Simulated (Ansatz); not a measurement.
Results of LDA (plane waves, PAW; Ansatz, a quantum-chemistry and plane-wave program) for diamond-structure Ge.

Settings: plane-wave cutoff 500 eV, 8×12×1 k mesh (along the axes of the cell as run), Fermi–Dirac smearing 0.05 eV, scalar-relativistic PAW data made under PBE.

**Question.** Estimate the surface energy of the (110) face and work function of the (110) face that the calculation returns.

**Answer.** 
* **surface energy of the (110) face**: 1.54 J/m²
* **work function of the (110) face**: 4.98 eV

The slab of 16 atoms is relaxed and unreconstructed.

Computing time: very roughly 11 core-minutes.
